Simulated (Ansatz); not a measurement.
# The cluster HfO₂: one molecule under many settings

Aim: run the cluster HfO₂ under a spread of inputs, and see what each costs and gives.

Program: Ansatz 0.2.0, Gaussian basis. Level of theory: the settings change from run to run. These are calculated values, not measurements.

## (1) The molecule

The geometry comes from an earlier relaxation with B3LYP-D4 in a triple-zeta def2 set; it is a stationary point. Hf takes a core potential in def2 sets; no spin-orbit term is included.

3 atoms, charge 0, spin multiplicity 1.

Atoms are counted from 1 here; the program's logs count them from 0.

Bond lengths: Hf1–O2 1.789 Å, Hf1–O3 1.789 Å. Angles: O2–Hf1–O3 107.8°.

As a file:

```xyz
3
HfO2
Hf    0.1566   -0.4511    0.5151
O     1.2587    0.0827   -0.7892
O    -1.4154    0.3684    0.2741
```

## (2) B3LYP5/def2-mTZVPP

This run has charge +1, multiplicity 2, relativity set to none.

Contents of in.yaml:

```yaml
crystal:
  periodic: [false, false, false]
  atoms:
    - {symbol: Hf, position_ang: [0.156636, -0.451090, 0.515134]}
    - {symbol: O, position_ang: [1.258745, 0.082677, -0.789234]}
    - {symbol: O, position_ang: [-1.415381, 0.368414, 0.274111]}
basis:
  gaussian: {orbitals: def2-mTZVPP}
total_charge: 1
magnetization: {spin_polarized: true, initial_magnetization: 1}
hamiltonian: {xc: {name: B3LYP5}, pseudopotentials: {relativity: none}}
scf: {omitted_lower_state_checks: [starts]}
```

Command:

```bash
ansatz run in.yaml --threads 4 --pin off --events-out ev --progress --plain --max-ram 3916MiB
```

Standard output:

```text
Functional definition: B3LYP5
  name "B3LYP5"
  cite "Stephens, Devlin, Chabalowski & Frisch, J. Phys. Chem. 98, 11623 (1994) doi:10.1021/j100096a001"
  cite "Becke, Phys. Rev. A 38, 3098 (1988) doi:10.1103/PhysRevA.38.3098"
  cite "Lee, Yang & Parr, Phys. Rev. B 37, 785 (1988) doi:10.1103/PhysRevB.37.785"
  cite "Vosko, Wilk & Nusair, Can. J. Phys. 58, 1200 (1980) doi:10.1139/p80-159"
  parameter a0 = 0.2
  parameter ax = 0.72
  parameter ac = 0.81
  exchange = (1 - a0 - ax)*slater_x + ax*b88_x + a0*exact_x
  correlation = (1 - ac)*vwn5_c + ac*lyp_c
these checks for a lower state are left out or cut short: starts
659 factors; their error is unknown
mean field evaluation 1: about -5360.3272 eV, gradient 9.2e1 eV
mean field evaluation 2: about -4973.3610 eV, gradient 2.4e2 eV
mean field evaluation 4: about -5390.6765 eV, gradient 8.8e0 eV
mean field evaluation 8: about -5391.0250 eV, gradient 9.1e-2 eV
mean field evaluation 16: about -5391.0429 eV, gradient 9.6e-4 eV
mean field -5391.04290649 eV, -198.1171726334 hartree, gradient 1.1e-5 eV, S^2 0.785234; 0 other end points of the search recorded, 0 dependent functions left out
reference -5391.04310087 eV, -198.1171797766 hartree; 14, 13 occupied and 70, 71 virtual orbitals, 659 factors
Total energy: -5391.04310087 eV, -198.1171797766 hartree
Checks for a lower state left out: starts
```

Wall time 1.1 s (4 threads of Arm Neoverse V2, shared host).

⟨S²⟩ 0.785.

## (3) wB97X-V/def2-mTZVP

Set apart from the defaults: a point charge of -1.00 e beside it.

Contents of in.yaml:

```yaml
crystal:
  periodic: [false, false, false]
  atoms:
    - {symbol: Hf, position_ang: [0.156636, -0.451090, 0.515134]}
    - {symbol: O, position_ang: [1.258745, 0.082677, -0.789234]}
    - {symbol: O, position_ang: [-1.415381, 0.368414, 0.274111]}
basis:
  gaussian: {orbitals: def2-mTZVP, point_charges: [{charge: -1.00, position_ang: [4.357, -0.677, -0.241]}]}
hamiltonian: {xc: {name: wB97X-V}}
output: {forces: true}
```

Same command.

Standard output, shortened:

```text
Functional definition: wB97X-V
  name "wB97X-V"
  cite "Mardirossian & Head-Gordon, Phys. Chem. Chem. Phys. 16, 9904 (2014) doi:10.1039/C3CP54374A"
  cite "Becke, J. Chem. Phys. 107, 8554 (1997) doi:10.1063/1.475007"
  cite "Vydrov & Van Voorhis, J. Chem. Phys. 133, 244103 (2010) doi:10.1063/1.3521275"
[...]
      + integral(e_c_pw_opposite_spin*poly(b97_u_opposite, cos0, cos1)) + vv10(b, c)
661 factors; their error is unknown
221 factors; integrals over basis functions are off by at most 1.5e-5 eV
[...]
mean field -5399.65798340 eV, -198.4337708704 hartree, gradient 3.6e-5 eV, S^2 0.000000; 0 other end points of the search recorded, 0 dependent functions left out
[...]
reference -5399.65798168 eV, -198.4337708069 hartree; 14, 14 occupied and 70, 70 virtual orbitals, 661 factors
Total energy: -5399.65798168 eV, -198.4337708069 hartree
Atom 0 at     0.156636    -0.451090     0.515134 Å, force     1.908953     0.299251    -1.107506 eV/Å
Atom 1 at     1.258745     0.082677    -0.789234 Å, force    -1.407800    -0.168812     0.600189 eV/Å
Atom 2 at    -1.415381     0.368414     0.274111 Å, force    -0.538922     0.081020     0.148079 eV/Å
Dipole moment:     0.797901    -1.177784     1.208789 e Å
```

It took 2.8 s on 4 threads of Arm Neoverse V2, shared host.

Largest force 2.227 eV/Å, dipole 8.97 D.

## (4) PBE-QIDH/def2-SVPD

This run has the search for lower states set to off.

Edit in.yaml of step 3 so:

```diff
@@ -7,4 +7,5 @@
 basis:
-  gaussian: {orbitals: def2-mTZVP, point_charges: [{charge: -1.00, position_ang: [4.357, -0.677, -0.241]}]}
-hamiltonian: {xc: {name: wB97X-V}}
+  gaussian: {orbitals: def2-SVPD}
+hamiltonian: {xc: {name: PBE-QIDH}}
+scf: {lower_state_search: off}
 output: {forces: true}
```

Launched as before.

Standard output, shortened:

```text
Functional definition: PBE-QIDH
  name "PBE-QIDH"
  cite "Brémond, Sancho-García, Pérez-Jiménez & Adamo, J. Chem. Phys. 141, 031101 (2014) doi:10.1063/1.4890314"
  cite "Perdew, Burke & Ernzerhof, Phys. Rev. Lett. 77, 3865 (1996) doi:10.1103/PhysRevLett.77.3865"
[...]
762 factors; integrals over basis functions are off by at most 2.4e-4 eV
[...]
mean field -5381.58839500 eV, -197.7697257448 hartree, gradient 3.1e-6 eV, S^2 0.000000; 0 other end points of the search recorded, 0 dependent functions left out
2 core orbitals not correlated: weight in the atoms' cores, before any rotation towards them, 1.000 or more for the frozen orbitals, at most 0.000 for the correlated occupied ones
reference -5381.58840766 eV, -197.7697262097 hartree; 12, 12 occupied and 67, 67 virtual orbitals, 762 factors
second order -21.20766960 eV of doubles, -0.00000000 eV of singles
[...]
Total energy: -5388.65763085 eV, -198.0295153706 hartree
Atom 0 at     0.156636    -0.451090     0.515134 Å, force     0.030482    -0.087783     0.100246 eV/Å
Atom 1 at     1.258745     0.082677    -0.789234 Å, force    -0.010323     0.043366    -0.052078 eV/Å
Atom 2 at    -1.415381     0.368414     0.274111 Å, force    -0.020159     0.044417    -0.048167 eV/Å
Dipole moment:     0.383704    -1.105010     1.261884 e Å
Checks for a lower state left out: starts, cluster_reference, orbital_swaps, neighbouring_geometries, increment
```

It took 2.1 s on 4 threads of Arm Neoverse V2, shared host.

Largest force 0.137 eV/Å, dipole 8.26 D.

## (5) B97/def2-mTZVP

Options: a grid of angular degree 23.

Edit in.yaml of step 4 so:

```diff
@@ -7,5 +7,4 @@
 basis:
-  gaussian: {orbitals: def2-SVPD}
-hamiltonian: {xc: {name: PBE-QIDH}}
-scf: {lower_state_search: off}
-output: {forces: true}
+  gaussian: {orbitals: def2-mTZVP, final_grid: {core_spheres: 8, valence_spheres: 7, degree: 23}}
+hamiltonian: {xc: {name: B97}}
+scf: {omitted_lower_state_checks: [starts]}
```

The command is unchanged.

Standard output, shortened:

```text
Functional definition: B97
  name "B97"
  cite "Becke, J. Chem. Phys. 107, 8554 (1997) doi:10.1063/1.475007"
[...]
      + integral(e_c_pw_opposite_spin*poly(b97_u_opposite, cos0, cos1, cos2))
[...]
661 factors; their error is unknown
[...]
mean field -5400.95382712 eV, -198.4813922487 hartree, gradient 2.2e-5 eV, S^2 0.000000; 0 other end points of the search recorded, 0 dependent functions left out
reference -5400.95384764 eV, -198.4813930027 hartree; 14, 14 occupied and 70, 70 virtual orbitals, 661 factors
Total energy: -5400.95384764 eV, -198.4813930027 hartree
Checks for a lower state left out: starts
```

Wall time 0.45 s (4 threads of Arm Neoverse V2, shared host).

## (6) All runs side by side

```tsv
level	charge	multiplicity	geometry	functions	energy (eV)	time
B3LYP5/def2-mTZVPP	1	2	relaxed	84	-5391.043	1.1 s
wB97X-V/def2-mTZVP	0	1	relaxed, point charge	84	-5399.658	2.8 s
PBE-QIDH/def2-SVPD	0	1	relaxed	81	-5388.658	2.1 s
B97/def2-mTZVP	0	1	relaxed	84	-5400.954	0.45 s
```

## (7) Outcome

| quantity | value |
| --- | --- |
| runs | 4 |
| quickest | B97/def2-mTZVP, 0.45 s |
| slowest | wB97X-V/def2-mTZVP, 2.8 s |
| spread of total energies, same state and geometry | 12.3 eV |

Run time spans a factor of 6, from B97/def2-mTZVP to wB97X-V/def2-mTZVP. The jobs differ in tasks and options as well as level. The totals spread over 12 eV; they can't be compared across methods or bases. At the B3LYP-D4/def2-TZVP geometry and in the same state, the sound runs without point charges leave forces up to 0.14 eV/Å (PBE-QIDH/def2-SVPD).
